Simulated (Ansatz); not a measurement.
The first iterations of a band of C₂H₇Al (10 atoms, charge 0, multiplicity 1).

These are results of RKS PBE-D4/6-31G* (Ansatz), not measurements.

| Quantity | Value |
| --- | --- |
| movable images | 5 |
| climbing image | yes |
| spring | 5.0 eV/Å² |
| optimiser | quadratic models (default) |
| start path | through a guess of the saddle point |
| force threshold | 0.05 eV/Å |
| iteration limit | 60 |
| end points | relaxed |

Initial state:

```xyz
10
Properties=species:S:1:pos:R:3
Al 0.126 -0.088 0.456
H -0.224 -0.305 2.018
C 2.026 0.032 -0.064
H 2.570 -0.889 0.218
H 2.182 0.195 -1.144
H 2.529 0.857 0.476
C -1.373 0.036 -0.819
H -1.931 -0.919 -0.856
H -2.103 0.801 -0.494
H -1.065 0.280 -1.850
```

Final state:

```xyz
10
Properties=species:S:1:pos:R:3
Al -1.210 -1.164 0.790
H 1.644 0.187 1.427
C 2.018 0.244 0.393
H 2.142 -0.774 -0.009
H 1.310 0.806 -0.235
H 2.993 0.756 0.390
C -1.494 -0.168 -0.936
H -2.490 -0.381 -1.374
H -1.435 0.931 -0.801
H -0.742 -0.437 -1.705
```

| iteration | highest image above the first end (eV) | largest band force component (eV/Å) |
| --- | --- | --- |
| 1 | 4.908 | 4.732 |
| 2 | 4.063 | 1.933 |
| 3 | 3.355 | 2.135 |
| 4 | 2.814 | 1.876 |
| 5 | 2.171 | 1.200 |

Task: Does the band converge within its limit, and where does its top end?

Result: The run converged. It ended after 15 iterations with the highest image 2.830 eV above the first end. Neighbouring images differ by up to 2.8 eV, so the band resolves the path poorly. A vibrational analysis at the climbing image gives 2 clearly imaginary modes (1120i, 105i cm⁻¹): a point of higher order, so a lower path passes nearby. The orbitals stay closed-shell, which can raise the energy where a bond breaks towards radicals; this wasn't checked here.

Run time: 2.4 min on 1 thread of Arm Neoverse V1, on a shared host, peak memory 0.12 GiB.
